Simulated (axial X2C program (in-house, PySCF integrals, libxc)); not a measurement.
## Potential curves of CF⁺, with spin–orbit coupling

All values were computed with an axial X2C code built on PySCF integrals. Two-component (2c) means X2C with spin–orbit coupling and atomic mean-field two-electron Coulomb and Gaunt terms. Basis: F dyall-av3z [7s6p3d2f], C dyall-v3z [7s6p2d1f] (cores contracted in-house); Gaussian nuclei, density fitting, unrestricted open shells. Masses: F 18.998 u, C 12.000 u.

State: Ω = 0 (closed shell). Energies in eV from the fragments at the same level (F + C+). Fits are polynomials in 1 − R0/R over 0.85 to 1.23 times the lowest point R0.

```tsv
R (Å)	M06	HF
1.0049	-6.6452	-4.2295
1.0511	-7.4792	-4.9823
1.0857	-7.8357	-5.2770
1.1203	-8.0164	-5.3955
1.1550	-8.0591	-5.3760
1.1954	-7.9753	-5.2201
1.2359	-7.7831	-4.9567
1.2878	-7.4259	-4.5099
1.3514	-6.8794	-3.8573
1.4438	-5.9793	-2.8122
```

One determinant describes the state; a PBE0 search over occupations chose it and may have missed a lower one. Closed shells are restricted here (equal orbitals for both partners); the stretched side of such a curve lies too high. De is counted from the lowest determinant-based energies of the atoms at the same level, without counterpoise correction. The 2c atoms are single determinants rather than J levels; their spin–orbit lowering is only partly caught, and De is too large by that part. This holds for M06. Without a current term, density functionals place determinants with orbital angular momentum somewhat too high.

**Question.** What are Re, ωe and De at the M06 level?

**Answer.** At M06, 2c: Re = 1.150 Å, ωe ≈ 1850 cm⁻¹, De = 8.06 eV to F + C+; Be follows as 1.73 cm⁻¹.

**Question.** Fit the HF curve near its minimum: give the equilibrium distance, the harmonic wavenumber and the well depth.

**Answer.** At HF, 2c: Re = 1.132 Å, ωe ≈ 1970 cm⁻¹, De = 5.40 eV to F + C+; Be follows as 1.79 cm⁻¹.
